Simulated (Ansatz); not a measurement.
Species: HOCl, charge 0, singlet. HOCl (SMILES OCl).
B3LYP-D3(BJ)/def2-TZVP minimum from Ansatz (an electronic-structure program):
```xyz
3

O      0.0220     1.1044    -0.0012
H     -0.9233     1.3146     0.0160
Cl     0.0439    -0.5970    -0.0004
```
Charge 0, spin multiplicity 1.

Quantity: atomisation energy (electronic, to ground-state atoms), in kJ/mol. UHF or UKS for unpaired electrons; spin-orbit terms are left out. CBS(X,Y): correlation extrapolated as X^-3, Hartree-Fock from the larger set (Q,5: extrapolated as (X+1)exp(-9√X)). A bracket is a step between two methods taken in the basis named. Functionals run without relativity, which enters their misses. '+ core + X2C': CCSD(T) terms for core correlation (cc-pwCVTZ, 1s frozen past Ne) and scalar relativity (cc-pVTZ-DK). Where a partner has so few electrons that a lower coupled-cluster level is exact, that level stands in.

CCSD(T)/CBS(cc-pV(Q+d)Z,cc-pV(5+d)Z) + [CCSDT(Q) - CCSD(T)]/cc-pV(T+d)Z + [CCSDTQ - CCSDT(Q)]/cc-pV(D+d)Z + core + X2C (Ansatz) gives 695.9 kJ/mol.

Problem. What does PBE/def2-TZVPD (Ansatz) give here, and how do the other levels compare?

Solution. PBE gives 730.2 kJ/mol, 34.3 kJ/mol above it. Differences of the others: r2SCAN/def2-TZVPD (Ansatz) -8.0; PBE0/def2-TZVPD (Ansatz) -18.5; wB97M-V/def2-TZVPD (Ansatz) -2.8; CCSD(T)/CBS(cc-pV(Q+d)Z,cc-pV(5+d)Z) + core + X2C (Ansatz) -0.9 kJ/mol. Nearer than PBE: r2SCAN/def2-TZVPD, PBE0/def2-TZVPD, wB97M-V/def2-TZVPD, CCSD(T)/CBS(cc-pV(Q+d)Z,cc-pV(5+d)Z) + core + X2C.
